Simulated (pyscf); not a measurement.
Single points on ωB97X-D3(BJ)/def2-SVP structures (PySCF, gas phase).

### Question
For the elementary gas-phase step HO–SiH(F)–F (SMILES O[SiH](F)F) + HF (SMILES F) → HO–Si(F)(F)–F (SMILES O[Si](F)(F)F) + H₂ (SMILES [H][H]) (singlet surface; H–Si, F–H broken, F–Si, H–H formed), what barrier and reaction energy does ωB97X-D3(BJ)/def2-TZVP give, measured from the separated reactants?

### Answer
ΔE‡ = 115.8 kJ/mol, ΔE = -128.1 kJ/mol. ωB97M-D3(BJ)/def2-TZVP gives 113.7 kJ/mol and -129.2 kJ/mol. Zero-point energy shifts the barrier by +1.7 kJ/mol. It is a four-centre exchange, with an imaginary mode of 1065i cm⁻¹. On the reactant side the descent ends in a complex (not fully relaxed), 27.5 kJ/mol under the separated species and 143.3 kJ/mol under the saddle at ωB97X-D3(BJ)/def2-TZVP. The same reactants have a lower exit, to F–SiH(F)–F + H₂O (barrier +58.1 kJ/mol at ωB97M-D3(BJ)/def2-TZVP, against +113.7 kJ/mol here). One saddle was located; it need not be the lowest between these sides.
